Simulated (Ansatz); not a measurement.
Molecule: ethane, C₂H₆ (charge 0, singlet). SMILES: CC
Coordinates optimised at B3LYP-D3(BJ)/def2-TZVP (Ansatz, a first-principles code):
```
C
H 1 1.0919
H 1 1.0919 2 107.56
H 1 1.0919 2 107.56 3 -115.60
C 1 1.5262 2 111.32 4 -122.20
H 5 1.0919 1 111.32 2 180.00
H 5 1.0919 6 107.56 1 122.20
H 5 1.0919 6 107.56 7 115.60
```
Charge 0, spin multiplicity 1.

Computed values are from Ansatz. Cores are frozen in the correlated levels unless marked. UHF or UKS for open shells. No spin-orbit coupling. No relativistic terms. CBS(X,Y): correlation extrapolated as X^-3; Hartree-Fock from the larger set. [CCSD(T)-MP2]/basis is that difference in the basis named.

Task: What is the total energy at RI-MP2/CBS(def2-TZVPPD,def2-QZVPPD)+[CCSD(T)-MP2]/def2-TZVPPD?

Result: -79.7183 Eh.

Task: What is the atomisation energy De at RI-MP2/CBS(def2-TZVPPD,def2-QZVPPD)+[CCSD(T)-MP2]/def2-TZVPPD?

Result: 2979.8 kJ/mol.

Task: What is the T1 diagnostic at CCSD/aug-cc-pVTZ?

Result: 0.008.

Task: What is the dipole moment at CCSD(T)/aug-cc-pVDZ?

Result: 0.00 D.
